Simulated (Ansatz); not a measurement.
What does this script print? It uses the Python package of Ansatz (0.2.0).

`bfh2s.xyz`
```text
5

F    -1.30560   -0.38440   -1.04070
B    -0.37370   -0.45690   -0.00250
S     1.32490    0.24960   -0.26400
H    -0.57690   -0.97380    1.01190
H     0.98120    1.49190    0.25390
```

`cas.py`:
```python
'''Active-space calculation on BFH2S.'''

import ansatz as az


def main() -> None:
    molecule = az.Crystal.molecule_from_extxyz('bfh2s.xyz')

    calc = (
        molecule.calculation()
        .basis(gaussian='6-31G*')
        .correlation(active_electrons=4, active_orbitals=4)  # correlation on top of the mean field
    )
    for method in ['sc_nevpt2']:
        summary = (calc if method is None else calc.correlation(method)).run().report
        space = summary['configurations']
        state = space['states'][0]
        print(method or 'casscf', f'total {summary["free_energy_ev"] / 27.211386246:.6f} Ha, active-space state {state["energy"]["hartree"]:.6f} Ha, mean field {summary["reference_energy_ev"] / 27.211386246:.6f} Ha')
        print('  determinants', state['n_determinants'], ' natural occupations', [round(n, 3) for n in space['natural_occupations']])


if __name__ == '__main__':
    main()
```

Output of `python cas.py`:
```text
RunWarning: the results are in doubt because another end's mean lies 0.532 eV lower, and its corrected mean 0.283 eV higher
sc_nevpt2 total -523.214663 Ha, active-space state -522.883654 Ha, mean field -522.847823 Ha
  determinants 36  natural occupations [1.985, 1.973, 0.027, 0.015]
```
(Warnings from the package without file and line.)

What to keep in mind:
- Total energies depend on the basis set; only differences at equal settings carry meaning.
- The geometry is a force-field or estimated start, not a minimum of this method, and the basis set is short of its limit. The active space starts as a window about the frontier orbitals and is then optimised, not chosen by chemistry.
- A lower CASSCF solution was found and passed over, so the printed active-space state isn't the lowest.
- Wall time of the script: 4.7 s on 1 thread of Arm Neoverse V2, with other jobs on the host, peak memory 0.15 GiB.

(Lines on the test bed's own set-up are left out of the output.)
